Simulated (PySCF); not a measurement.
# C2H6O: the cost of one run

Programs: PySCF 2.14.0, with density-fitted response routines of our own. Each step states its level of theory. These are calculated values for one molecule in the gas phase, unless marked as measured. Atoms are numbered from 0 throughout.

## 1. The starting structure

9 atoms, charge 0, multiplicity 1; geometry from: GFN2-xTB. The atoms were then displaced at random by about 0.01 Å, so the start is not that level's minimum.

Bonds of the start (Å): C0–C1 1.54, C1–O2 1.42, C0–H3 1.07, C0–H4 1.09, C0–H5 1.10, C1–H6 1.10, C1–H7 1.09, O2–H8 0.99.

## 2. Relaxing the molecule at PBE0-D3(BJ)/def2-SVP

The job: settings as JSON, then the geometry in Å.

```
{"job": {"xc": "PBE0", "basis": "def2-SVP", "d3": "d3bj", "grid": 1, "shake": 0.01, "kind": "geom"}, "charge": 0, "multiplicity": 1}
C      0.939030     0.033810     0.046320
C     -0.528190    -0.435000    -0.055600
O     -1.436090     0.575420    -0.472540
H      1.605900    -0.759160     0.319190
H      1.002510     0.838280     0.781200
H      1.239770     0.461970    -0.918590
H     -0.827950    -0.849630     0.915080
H     -0.591870    -1.209070    -0.813960
H     -1.345300     1.326220     0.165160
```

Command:

```
OMP_NUM_THREADS=1 python probes_run.py task.json out
```

This one command runs all jobs of the session in turn.

Q: Estimate the wall time and peak memory of this first job on 1 thread of Arm Neoverse V2, shared host.

About 8.9 s, with a peak of 0.32 GiB.
